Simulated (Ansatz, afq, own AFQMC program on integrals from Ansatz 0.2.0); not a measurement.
# SiH4O, singlet in 6-31G, levels against AFQMC with the constraint released

| atom | x (Å) | y (Å) | z (Å) |
| --- | --- | --- | --- |
| Si | 0.0126 | -0.0300 | 0.5596 |
| O | 0.0126 | 0.0914 | -1.0838 |
| H | 1.2161 | -0.7515 | 1.0574 |
| H | 0.0126 | 1.3599 | 1.0696 |
| H | -1.1910 | -0.7515 | 1.0574 |
| H | -0.5882 | -0.4706 | -1.5738 |

Connectivity, by distances: SiH3–OH.

Basis 6-31G. Only valence electrons are correlated. AFQMC by an in-house program on the Cholesky factors that Ansatz 0.2.0 writes for its CCSD(T) run. The CISD trial takes its coefficients from CCSD amplitudes. Released means that phaseless walkers are propagated on without the constraint, phases kept. Uncertainties: one standard error, sampling alone.

Determinant: RHF, the one that the program's search chose, which needn't be the lowest solution. The geometry is a point of a scan.

No full CI on the walks' own integrals is used here. The released AFQMC energy serves as the reference, which it does only where one determinant dominates, the energy is flat over the last release times and near the phaseless one (40 meV or 2 meV an electron, half that with transition metals). On small molecules, where full CI could be run and the noise was under 10 meV, such values lay within 10 meV of it in 19 cases of 20, a flattering rate, since the rule was set on those same cases; what remains of the bias isn't in the error bar.

Cautions: the released value is read at 2.40 1/Eh (meV from the phaseless value at times in 1/Eh: -1 ± 9 at 0.24, 0 ± 7 at 0.51, -3 ± 5 at 0.99, 2 ± 6 at 1.62, -3 ± 7 at 2.40).

The T1 diagnostic is 0.0107. The weight of the determinant in the CISD state is 0.916. The size of the correlated space is 14 electrons in 24 orbitals.

```csv
level,correlation energy (eV)
MP2,-4.8878
CCSD,-5.4156
CCSD(T),-5.4868
```

Question: Estimate where phaseless AFQMC with the Hartree–Fock trial lies against CCSD(T) on the same integrals.

Answer: 65.4 ± 58.1 meV below CCSD(T). The gap is under twice the noise, so this walk alone can't tell the two apart.

Reference: AFQMC with the constraint released, correlation energy -5.507 ± 0.007 eV.

| level | E − E(reference) (meV) | share of correlation (%) |
| --- | --- | --- |
| CCSD(T) | 19.9 ± 7.5 | 99.64 |
| ph-AFQMC/HF | -45.5 ± 58.6 | 100.83 |
| ph-AFQMC/CISD | 3.5 ± 9.8 | 99.94 |

Released energies are given only where the last usable release times agree within the noise; a slower fall can still hide under it.
